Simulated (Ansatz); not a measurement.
Ansatz (a first-principles code) input (B2PLYP/def2-TZVPD):

Ansatz 0.2 input:
```yaml
crystal:
  periodic: [false, false, false]
  atoms:
    - {symbol: H, position_ang: [0.01447342, 0.08638095, 2.15652780]}
    - {symbol: N, position_ang: [0.00783130, 0.06957397, 1.15314312]}
    - {symbol: C, position_ang: [0.00674851, 1.15106397, 0.33837805]}
    - {symbol: C, position_ang: [-0.00183715, -1.06265205, 0.35791557]}
    - {symbol: C, position_ang: [-0.00329642, 0.78425359, -0.97400704]}
    - {symbol: C, position_ang: [-0.00878289, -0.64908884, -0.95028013]}
    - {symbol: H, position_ang: [-0.00286866, -2.04741204, 0.79197534]}
    - {symbol: H, position_ang: [-0.00643389, 1.42496570, -1.83754978]}
    - {symbol: H, position_ang: [-0.01698230, -1.29241246, -1.81499389]}
basis:
  gaussian:
    orbitals: def2-TZVPD
hamiltonian:
  xc: {name: B2PLYP}
magnetization: {spin_polarized: true, initial_magnetization: 1}
correlation: {electrons: outside_noble_gas}
```

Output:

```
Functional definition: B2PLYP
integrals: 0.50 GiB planned
1481 factors; integrals over basis functions are off by at most 1.1e-3 eV
mean field: 1.70 GiB planned
mean field evaluation 1: about -5684.2541 eV, gradient 3.5e1 eV
mean field evaluation 2: about -5684.3251 eV, gradient 3.5e1 eV
mean field evaluation 4: about -5689.9216 eV, gradient 3.6e0 eV
mean field evaluation 8: about -5690.0047 eV, gradient 5.9e-1 eV
mean field evaluation 16: about -5690.0126 eV, gradient 1.6e-2 eV
mean field evaluation 32: about -5690.0126 eV, gradient 5.0e-6 eV
mean field -5690.01263338 eV, -209.1041074476 hartree, gradient 5.0e-6 eV, S^2 0.771388; 2 other end points of the search recorded, 0 dependent functions left out
5 core orbitals not correlated
reference -5690.01278757 eV, -209.1041131142 hartree; 13, 12 occupied and 203, 204 virtual orbitals, 1481 factors
second order -26.57488528 eV of doubles, -0.00000000 eV of singles
Total energy: -5697.18800660 eV, -209.3677975498 hartree
```

It need not be the lowest isomer of its formula.
